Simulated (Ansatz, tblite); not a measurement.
**The cluster O₃: rung by rung**

How do method and basis change the picture of the cluster O₃ (singlet)?

The runs use Ansatz 0.2.0, Gaussian basis; as each input shows.

The runs, in order: GFN1-xTB, GFN2-xTB, PBE-D4/def2-TZVP, r2SCAN-D4/def2-TZVP, B2PLYP/def2-TZVP, CAM-B3LYP-D4/def2-TZVP, ωB97M-V/def2-TZVP, r2SCANh-D4/def2-TZVP, BLYP-D4/def2-TZVP, PBE-D4/def2-SVP, PBE0-D4/def2-SVP, HF/STO-3G, HF/6-31G, B3LYP-D4/6-31G, PBE0-D4/def2-TZVPD, PBE-D4/def2-TZVPD, r2SCAN-D4/def2-TZVPD, CCSD(T)/def2-TZVPP, MP2/def2-TZVP, RPA/def2-TZVP, CCSD(T)/def2-TZVPD.

## Step 1: The geometry

The geometry is that of the singlet, from an earlier relaxation (PBE-D4/def2-TZVP). At that level it is the lowest of the isomers that a small search found.

3 atoms, charge 0, spin multiplicity 1.

Bond lengths: O1–O2 1.273 Å, O2–O3 1.273 Å. Angles: O1–O2–O3 118.3°.

PBE0-D4/def2-TZVP was run before; its log isn't repeated, and its numbers join the tables.

## Step 2: GFN1-xTB

Tight binding, by tblite at 300 K electronic temperature and without a spin-polarisation term:

```python
tblite.interface.Calculator('GFN1-xTB', numbers, positions, charge=0, uhf=0).singlepoint()
```

Energy -374.1190 eV, HOMO -15.57 eV, LUMO -13.56 eV; 0.001 s.

## Step 3: GFN2-xTB

Tight binding, by tblite at 300 K electronic temperature and without a spin-polarisation term:

```python
tblite.interface.Calculator('GFN2-xTB', numbers, positions, charge=0, uhf=0).singlepoint()
```

Energy -324.4918 eV, HOMO -14.02 eV, LUMO -11.98 eV; 0.001 s.

## Step 4: PBE-D4/def2-TZVP

start.molden holds the orbitals of an earlier run on this state, given as this run's starting guess.

Contents of in.yaml:

```yaml
crystal:
  periodic: [false, false, false]
  atoms:
    - {symbol: O, position_ang: [0.945504, -0.490708, 0.327845]}
    - {symbol: O, position_ang: [-0.238012, -0.022259, 0.363949]}
    - {symbol: O, position_ang: [-0.707492, 0.512977, -0.691784]}
basis:
  gaussian: {orbitals: def2-TZVP, initial_orbitals: start.molden}
hamiltonian: {xc: pbe, dispersion: d4}
scf: {omitted_lower_state_checks: [starts]}
output: {forces: true, orbitals: {seedname: orbitals}}
```

Command:

```
ansatz run in.yaml --threads 2 --pin off --events-out ev --progress --plain --max-ram 4352MiB
```

The runs that follow: r2SCAN-D4/def2-TZVP; B2PLYP/def2-TZVP; CAM-B3LYP-D4/def2-TZVP; ωB97M-V/def2-TZVP; r2SCANh-D4/def2-TZVP; BLYP-D4/def2-TZVP; PBE-D4/def2-SVP; PBE0-D4/def2-SVP; HF/STO-3G; HF/6-31G; B3LYP-D4/6-31G; PBE0-D4/def2-TZVPD; PBE-D4/def2-TZVPD; r2SCAN-D4/def2-TZVPD; CCSD(T)/def2-TZVPP; MP2/def2-TZVP; RPA/def2-TZVP; CCSD(T)/def2-TZVPD.

**Question.** What will the summary of the whole plan be? Wanted: gap in def2-TZVP, named functionals, smallest and largest; correlation energy, CCSD(T)/def2-TZVPP; correlation energy, MP2/def2-TZVP; correlation energy, CCSD(T)/def2-TZVPD; binding an atom, functionals in def2-TZVP; PBE0 total energy, smallest basis above largest.

**Answer**, as computed:

| quantity | value |
| --- | --- |
| gap in def2-TZVP, named functionals, smallest and largest | 1.75 eV (PBE-D4), 9.59 eV (ωB97M-V) |
| correlation energy, CCSD(T)/def2-TZVPP | -21.51 eV |
| correlation energy, MP2/def2-TZVP | -21.11 eV |
| correlation energy, CCSD(T)/def2-TZVPD | -21.64 eV |
| binding an atom, functionals in def2-TZVP | 1.97 (r2SCANh-D4) to 2.68 eV (PBE-D4) |
| PBE0 total energy, smallest basis above largest | 7.70 eV (def2-SVP, def2-TZVPD) |

**Reading.** Orbital gaps of the named functionals in def2-TZVP span 1.75 eV (PBE-D4) to 9.59 eV (ωB97M-V); exact exchange widens it. Notes on CCSD(T)/def2-TZVPP: large T1 diagnostic, state flagged by the program.
